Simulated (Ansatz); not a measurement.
**BCN (triplet): from Hartree-Fock to the top rungs, cc-pVDZ**

One table from this session's results is given with a row withheld; the runs are named, their logs left out.

Method: cc-pVDZ, core rule «outside noble gas», up to 3 orbitals frozen; program: Ansatz 0.2.0, Gaussian basis.

The runs, in order: UHF; CCSD(T) on ROHF; CCSD(T) on UHF; BCCD(T) on ROHF; CISD; CCSDT(Q) on ROHF; CCSDT(Q) on UHF; CASSCF and MRCISD+Q, 12 electrons in 12 orbitals; CASSCF and NEVPT2, 12 electrons in 12 orbitals.

4 further runs of the same task are left out: 4 set aside as unsound or not needed.

## What is computed

The geometry is a PBE0/def2-TZVP stationary point (not a proven minimum) of the parent state, kept for this charge and spin.

3 atoms, charge 0, spin multiplicity 3.

Atoms are counted from 1 here; the program's logs count them from 0.

Bond lengths: C1–N3 1.183 Å, B2–N3 1.415 Å. Angles: C1–N3–B2 180.0°.

The first run:

The input, in.yaml:

```yaml
crystal:
  periodic: [false, false, false]
  atoms:
    - {symbol: C, position_ang: [0.000000, 0.000000, 1.260338]}
    - {symbol: B, position_ang: [0.000000, 0.000000, -1.337907]}
    - {symbol: N, position_ang: [0.000000, 0.000000, 0.077569]}
basis:
  gaussian: {orbitals: cc-pVDZ}
magnetization: {spin_polarized: true, initial_magnetization: 2}
hamiltonian: {xc: hf}
output: {orbitals: {seedname: orbitals}}
```

Started as:

```
$ ansatz run in.yaml --threads 1 --pin off --events-out ev --progress --plain --max-ram 4096MiB --backend cpu
```

Steps of the session up to this table: UHF; CCSD(T) on ROHF; CCSD(T) on UHF; BCCD(T) on ROHF; CISD; CCSDT(Q) on ROHF; CCSDT(Q) on UHF; CASSCF and MRCISD+Q, 12 electrons in 12 orbitals; CASSCF and NEVPT2, 12 electrons in 12 orbitals.

One of the session's tables, all rows but one given; the rest of the session is left out.

It belongs to the step «Misses and costs». 

```
          method  from UCCSDT(Q) (kcal/mol)
            ROHF                    +205.43
             UHF                    +201.90
            RMP2                     +21.59
            UMP2                     +23.50
            CISD                     +26.37
           RCCSD                     +10.31
           UCCSD                     +10.05
        RCCSD(T)                      +1.44
        UCCSD(T)                      +1.50
         BCCD(T)                      +1.37
          RCCSDT                          ?
          UCCSDT                      +0.80
       RCCSDT(Q)                      +0.10
       UCCSDT(Q)                          0
  CASSCF valence                    +107.16
  NEVPT2 valence                     +22.15
  MRCISD valence                      +6.85
MRCISD+Q valence                      +1.06
```

**Question.** Estimate the row for RCCSDT.

As computed: from UCCSDT(Q) (kcal/mol): +0.84. In the column «from UCCSDT(Q) (kcal/mol)» it lies between UCCSDT (+0.80) and MRCISD+Q valence (+1.06).

To keep in mind: Restricted and unrestricted rows rest on different reference determinants; where their highest levels disagree by more than a few hundredths of an eV, they describe different states and don't form one ladder.
